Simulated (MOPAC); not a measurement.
MOPAC input (PM3):

```
PM3 FORCE THERMO(298,298) PRECISE LET UHF MS=0.5 GEO-OK AUX(PRECISION=9) THREADS=1
C3H7O

O     0.09439096 1    1.42066684 1   -0.02717493 1
C     0.00962472 1    0.12383683 1    0.31047276 1
H     0.02282200 1    0.24677436 1    1.43394070 1
C    -1.30250794 1   -0.53528707 1   -0.12166768 1
C     1.21899029 1   -0.70303876 1   -0.13292715 1
H    -1.34944920 1   -0.65073005 1   -1.21226152 1
H     1.24050593 1   -0.82307216 1   -1.22382425 1
H    -2.17665788 1    0.05270018 1    0.18498360 1
H     2.16602423 1   -0.23618570 1    0.16555717 1
H    -1.39686664 1   -1.53433333 1    0.32146657 1
H     1.18413698 1   -1.70602512 1    0.30997664 1
```

From the last part of the output:

```
     H   11   0.572369   0.001654   0.563156   0.016826   5.498770

          HEAT OF FORMATION =     -20.913166 KCALS/MOLE

          ZERO POINT ENERGY      59.172 KCAL/MOL

           NORMAL COORDINATE ANALYSIS (Total motion = 1 Angstrom)

   Root No.       1         2         3         4         5         6         7         8

                 1 A"      1 A'      2 A'      2 A"      3 A'      4 A'      3 A"      4 A"

                 132.4     159.2     381.7     457.5     490.9     924.9     944.0     965.5

           1   -0.0000    0.0038   -0.0411   -0.0000    0.0265    0.0375   -0.0000    0.0000
           2    0.0000    0.0219    0.0229    0.0000   -0.0503   -0.0039    0.0000    0.0000
           3    0.0032    0.0000   -0.0000    0.1038    0.0000   -0.0000    0.0024   -0.0070
           4    0.0000    0.0035   -0.0404    0.0000    0.0343    0.0164    0.0000    0.0000
           5   -0.0000   -0.0020    0.0163   -0.0000    0.1003   -0.0394   -0.0000   -0.0000
           6   -0.0019    0.0000   -0.0000   -0.0569    0.0000    0.0000   -0.0162   -0.0169
           7    0.0000    0.0172   -0.0545    0.0000    0.0043    0.0592   -0.0000    0.0000
           8   -0.0000   -0.0033    0.0192   -0.0000    0.0874   -0.0363    0.0000   -0.0000
           9   -0.0076    0.0000   -0.0000   -0.0996   -0.0000    0.0000    0.1389   -0.0992
          10    0.0071   -0.0037    0.0340   -0.0573   -0.0229   -0.0265    0.0049    0.0415
          11    0.0093   -0.0102   -0.0167    0.0111   -0.0072    0.0077   -0.0268   -0.0042
          12   -0.0007   -0.0005   -0.0542   -0.0318   -0.0284   -0.0716   -0.0081    0.0068
          13   -0.0071   -0.0037    0.0340    0.0573   -0.0229   -0.0265   -0.0049   -0.0415
          14   -0.0093   -0.0102   -0.0167   -0.0111   -0.0072    0.0077    0.0268    0.0042
          15   -0.0007    0.0005    0.0542   -0.0318    0.0284    0.0716   -0.0081    0.0068
          16    0.1495    0.1258    0.0505   -0.0909   -0.0938    0.0106    0.0668   -0.0636
          17   -0.0139   -0.0321   -0.0209    0.0152   -0.0029    0.0079   -0.0264    0.0085
          18   -0.0739   -0.0820   -0.0896   -0.0343   -0.1410    0.0408    0.1731   -0.0196
          19   -0.1495    0.1258    0.0505    0.0909   -0.0938    0.0106   -0.0668    0.0636
          20    0.0139   -0.0321   -0.0209   -0.0152   -0.0029    0.0079    0.0264   -0.0085
          21   -0.0739    0.0820    0.0896   -0.0343    0.1410   -0.0408    0.1731   -0.0196
          22   -0.1036   -0.1139    0.1023   -0.1125   -0.0360   -0.0827   -0.0561   -0.0765
          23   -0.1022   -0.1242   -0.0610    0.0273   -0.0739    0.1114    0.1016    0.0173
          24   -0.0014    0.0002   -0.0033   -0.0636   -0.0043   -0.1443   -0.0922   -0.0570
          25    0.1036   -0.1139    0.1023    0.1125   -0.0360   -0.0827    0.0561    0.0765
          26    0.1022   -0.1242   -0.0610   -0.0273   -0.0739    0.1114   -0.1016   -0.0173
          27   -0.0014   -0.0002    0.0033   -0.0636    0.0043    0.1443   -0.0922   -0.0570
          28   -0.0180   -0.0271    0.0363   -0.0573   -0.0144   -0.0368   -0.0081    0.0488
          29    0.1507    0.1183   -0.0084   -0.0145   -0.0796    0.0722    0.0519   -0.1033
          30    0.0742    0.0795   -0.1303    0.0427    0.0291   -0.0673    0.0228    0.2020
          31    0.0180   -0.0271    0.0363    0.0573   -0.0144   -0.0368    0.0081   -0.0488
          32   -0.1507    0.1183   -0.0084    0.0145   -0.0796    0.0722   -0.0519    0.1033
          33    0.0742   -0.0795    0.1303    0.0427   -0.0291    0.0673    0.0228    0.2020

   Root No.       9        10        11        12        13        14        15        16

                 5 A'      5 A"      6 A'      7 A'      6 A"      8 A'      7 A"      8 A"

                1004.9    1070.7    1089.6    1144.4    1243.2    1387.0    1387.9    1398.3

           1   -0.0336    0.0000   -0.0336   -0.0350    0.0000    0.0180   -0.0000   -0.0000
           2    0.0070    0.0000   -0.0079   -0.0136    0.0000   -0.0008   -0.0000   -0.0000
           3   -0.0000    0.0001   -0.0000   -0.0000   -0.0067    0.0000   -0.0008    0.0000
           4    0.0050   -0.0000    0.0084   -0.0023   -0.0000   -0.0256   -0.0000   -0.0000
           5   -0.0106    0.0000    0.0672   -0.0203    0.0000   -0.0003    0.0000    0.0000
           6    0.0000    0.0199    0.0000   -0.0000    0.1366   -0.0000    0.0232    0.0005
           7   -0.0761   -0.0000    0.1524    0.4867    0.0000    0.0145    0.0000   -0.0000
           8    0.0028    0.0000    0.0194   -0.1376   -0.0000   -0.0007   -0.0000    0.0000
           9   -0.0000    0.4328    0.0000    0.0000   -0.1708    0.0000   -0.0235   -0.0002
          10    0.0332    0.0040    0.0064    0.0046   -0.0023   -0.0106   -0.0142    0.0087
          11    0.0021    0.0352   -0.0359    0.0278   -0.0001    0.0187    0.0171    0.0186
          12   -0.0153   -0.0223    0.0024   -0.0041   -0.0407   -0.0283   -0.0383    0.0078
          13    0.0332   -0.0040    0.0064    0.0046    0.0023   -0.0106    0.0143   -0.0087
          14    0.0021   -0.0352   -0.0359    0.0278    0.0001    0.0187   -0.0171   -0.0186
          15    0.0153   -0.0223   -0.0024    0.0041   -0.0407    0.0283   -0.0383    0.0078
          16   -0.0620   -0.0721    0.0867   -0.0338   -0.0433    0.0758    0.0466    0.0366
          17    0.0147    0.0435   -0.0381    0.0290    0.0093   -0.0018    0.0021    0.0030
          18   -0.0154   -0.0982    0.1695   -0.0999   -0.0306    0.1403    0.1476    0.0725
          19   -0.0620    0.0721    0.0867   -0.0338    0.0433    0.0758   -0.0466   -0.0366
          20    0.0147   -0.0435   -0.0381    0.0290   -0.0093   -0.0018   -0.0021   -0.0030
          21    0.0154   -0.0982   -0.1695    0.0999   -0.0306   -0.1402    0.1476    0.0725
          22   -0.0975   -0.0330   -0.0175    0.0112   -0.0985    0.0388    0.0703   -0.1699
          23    0.0451    0.0041    0.0730   -0.0293    0.1005   -0.1061   -0.1069   -0.1034
          24   -0.0941   -0.0227   -0.0563    0.0240   -0.1323    0.0633    0.0741   -0.0285
          25   -0.0975    0.0330   -0.0175    0.0112    0.0985    0.0388   -0.0703    0.1699
          26    0.0451   -0.0041    0.0730   -0.0293   -0.1005   -0.1061    0.1069    0.1034
          27    0.0941   -0.0227    0.0563   -0.0240   -0.1323   -0.0633    0.0741   -0.0285
          28    0.0378    0.0123   -0.0048    0.0156   -0.0138    0.0138    0.0024    0.0298
          29   -0.0789   -0.0333    0.0456   -0.0334    0.0459   -0.1073   -0.0589   -0.1332
          30    0.1731    0.0510    0.0123    0.0174   -0.0273    0.0988    0.1150   -0.1401
          31    0.0378   -0.0123   -0.0048    0.0156    0.0138    0.0139   -0.0024   -0.0298
          32   -0.0789    0.0333    0.0456   -0.0334   -0.0459   -0.1073    0.0589    0.1332
          33   -0.1731    0.0510   -0.0123   -0.0174   -0.0273   -0.0988    0.1150   -0.1401

   Root No.      17        18        19        20        21        22        23        24

                 9 A'      9 A"     10 A'     11 A'     12 A'     13 A'     10 A"     11 A"

                1403.9    1406.6    1408.5    1434.9    2818.7    3087.8    3088.3    3093.9

           1    0.0042    0.0000   -0.0056   -0.0859   -0.0099    0.0001   -0.0000   -0.0000
           2   -0.0003    0.0000    0.0005    0.0046   -0.0047   -0.0002   -0.0000   -0.0000
           3    0.0000    0.0003   -0.0000   -0.0000   -0.0000    0.0000    0.0000   -0.0003
           4   -0.0057   -0.0000    0.0128    0.1642   -0.0031   -0.0002   -0.0000   -0.0000
           5   -0.0025    0.0000   -0.0032   -0.0287   -0.0621   -0.0010    0.0000    0.0000
           6   -0.0000    0.0048    0.0000    0.0000    0.0000   -0.0000   -0.0000   -0.0001
           7    0.0056    0.0000   -0.0220   -0.1134    0.1924    0.0005    0.0000   -0.0000
           8   -0.0040   -0.0000    0.0017   -0.0074    0.8423    0.0116    0.0000    0.0000
           9    0.0000   -0.0003   -0.0000   -0.0000    0.0000   -0.0000   -0.0031   -0.0005
          10   -0.0047   -0.0209   -0.0228   -0.0236    0.0005   -0.0109   -0.0081    0.0249
          11   -0.0148    0.0060    0.0007    0.0181    0.0006   -0.0229   -0.0236   -0.0041
          12   -0.0165    0.0046    0.0045   -0.0216    0.0012   -0.0057   -0.0073   -0.0141
          13   -0.0047    0.0209   -0.0228   -0.0236    0.0005   -0.0109    0.0081   -0.0249
          14   -0.0148   -0.0060    0.0007    0.0181    0.0006   -0.0229    0.0236    0.0041
          15    0.0165    0.0046   -0.0045    0.0216   -0.0012    0.0057   -0.0073   -0.0141
          16   -0.0775    0.1932    0.1673   -0.0004   -0.0041    0.0337    0.0354    0.0128
          17    0.0063   -0.0302   -0.0290    0.0103   -0.0139    0.2343    0.2358   -0.0005
          18   -0.0168   -0.0838   -0.1065    0.0784   -0.0030   -0.0060   -0.0061   -0.0071
          19   -0.0775   -0.1932    0.1673   -0.0004   -0.0041    0.0337   -0.0354   -0.0128
          20    0.0063    0.0302   -0.0290    0.0103   -0.0139    0.2343   -0.2358    0.0005
          21    0.0168   -0.0838    0.1065   -0.0784    0.0030    0.0060   -0.0061   -0.0071
          22    0.1620    0.0343    0.0781    0.0606    0.0052   -0.0437   -0.0542   -0.0843
          23    0.0439    0.1082    0.1271   -0.1099   -0.0051    0.0261    0.0375    0.0930
          24    0.0494   -0.0289   -0.0162    0.0859   -0.0040    0.0740    0.0973    0.1872
          25    0.1620   -0.0343    0.0781    0.0606    0.0052   -0.0437    0.0542    0.0843
          26    0.0439   -0.1082    0.1271   -0.1099   -0.0051    0.0261   -0.0375   -0.0930
          27   -0.0494   -0.0289    0.0162   -0.0859    0.0040   -0.0740    0.0973    0.1872
          28   -0.0307    0.0159    0.0052   -0.0187   -0.0063    0.1403    0.1160   -0.2261
          29    0.1459   -0.1419   -0.0923    0.0227   -0.0020    0.0141    0.0093   -0.0440
          30    0.1537    0.0263    0.0515   -0.0390    0.0016   -0.0015   -0.0028   -0.0084
          31   -0.0307   -0.0159    0.0052   -0.0187   -0.0063    0.1403   -0.1160    0.2261
          32    0.1459    0.1419   -0.0923    0.0227   -0.0020    0.0141   -0.0093    0.0440
          33   -0.1537    0.0263   -0.0515    0.0390   -0.0016    0.0015   -0.0028   -0.0084

   Root No.      25        26        27

                14 A'     15 A'     12 A"

                3094.7    3185.6    3186.5

           1    0.0003    0.0001   -0.0000
           2   -0.0001   -0.0000   -0.0000
           3   -0.0000    0.0000    0.0000
           4   -0.0003   -0.0005   -0.0000
           5    0.0002    0.0003    0.0000
           6    0.0000   -0.0000    0.0007
           7   -0.0013   -0.0002   -0.0000
           8   -0.0018    0.0007    0.0000
           9    0.0000   -0.0000    0.0006
          10   -0.0227   -0.0048    0.0049
          11    0.0071    0.0045   -0.0046
          12    0.0146   -0.0104    0.0102
          13   -0.0227   -0.0048   -0.0049
          14    0.0071    0.0045    0.0046
          15   -0.0146    0.0104    0.0102
          16   -0.0172   -0.0273    0.0275
```
